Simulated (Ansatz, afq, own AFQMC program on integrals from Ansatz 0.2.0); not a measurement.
# SiF2, singlet: energetics from AFQMC and coupled cluster

```xyz
3

F     0.1714    1.2614    0.2337
Si   -0.6080   -0.0474   -0.3373
F     0.4367   -1.2140    0.1036
```

Geometry: a PBE0/def2-SVP stationary point, not shown to be a minimum. Basis def2-TZVP. Only valence electrons are correlated. Ansatz 0.2.0 and our own AFQMC program on the same integrals; the CISD trial comes from CCSD amplitudes, and released means the phaseless constraint is let go. ± is one standard error of the sampling.

Best estimates are CCSD(T) at the basis-set limit (def2-TZVPP/QZVPP) plus the step from CCSD(T) to the highest rung at hand in def2-TZVP, named in the table (released AFQMC can keep some 10 meV of bias). No zero-point, core-correlation or spin–orbit terms. Other levels are in def2-TZVP; a dash marks a level that is missing or breaks spin symmetry for a member.

Cautions: SiF₂ (triplet): another spin lies lower, the released value is read at 1.50 1/Eh with a noise of 11 meV, more than in the cases checked (meV from the phaseless value at times in 1/Eh: -12 ± 7 at 0.24, -3 ± 7 at 0.51, -1 ± 8 at 0.99, 9 ± 11 at 1.50); row 1: core correlation is missing, and it shifts such a gap most where an s electron is promoted.

```csv
process,best estimate (kJ/mol),highest rung
"to charge +0, triplet (vertical)",320 ± 1,released AFQMC
to free atoms,1247,CCSDT(Q)
```

Errors against the best estimates in kJ/mol, the processes numbered in the order above:

```csv
level,"error, 1","error, 2"
MP2,-19,16
CCSD(T),-3,-49
ph-AFQMC/CISD,-3 ± 0.9,-49 ± 0.6
CCSD(T)/CBS,-1,0
PBE,-17,11
r2SCAN,-43,-23
PBE0,-24,-46
B3LYP,-1,-28
wB97M-V,30,3
B2PLYP,-3,-21
```

Cost at the first geometry (cards were shared with other jobs): PBE0/def2-TZVP, 1.4 s on 1 thread of AMD EPYC 7R13 Processor (Zen 3), on a shared host; RCCSD(T)/def2-TZVP, 7.5 s on 1 × NVIDIA H100 80GB HBM3 with 1 thread of AMD EPYC 7R13 Processor (Zen 3), with other jobs on the host; CCSD(T)/def2-QZVPP, 8 s on 1 × NVIDIA H100 80GB HBM3 with 1 thread of AMD EPYC 7R13 Processor (Zen 3), with other jobs on the host; CCSDT(Q), 48 s on 1 × NVIDIA H100 80GB HBM3 with 1 thread of AMD EPYC 7R13 Processor (Zen 3), with other jobs on the host; ph-AFQMC/CISD with release, 3.5 min on 1 × NVIDIA H100 80GB HBM3 with 2 threads of AMD EPYC 7R13 Processor (Zen 3), with other jobs on the host.

Best estimates are given only where the step beyond CCSD(T) is under 0.3 eV and no member's determinant is very poor (T1 over 0.05, or 0.07 for open shells, ⟨S²⟩ too high by 0.3, two states mixed), so the hardest cases are missing from such tables.

The functionals ran in a triple-zeta set and keep a basis error of their own, a few kJ/mol for each bond in atomization energies and more for double hybrids, so close places among them and the extrapolated levels can swap.

CCSDT and higher add their correlation energy to the determinant of the CCSD(T) run, since their own runs factorise the integrals more tightly (a shift of under 2 meV). Each member of a difference takes its own highest rung, so a best estimate needn't equal the limit plus the step of one row. A walk keeps the symmetry of its determinant, which the program's search chose and which needn't be the lowest solution, so a lower state of the same spin and another symmetry isn't excluded. Released energies are given only where the last usable release times agree within the noise; a slower fall can still hide under it.
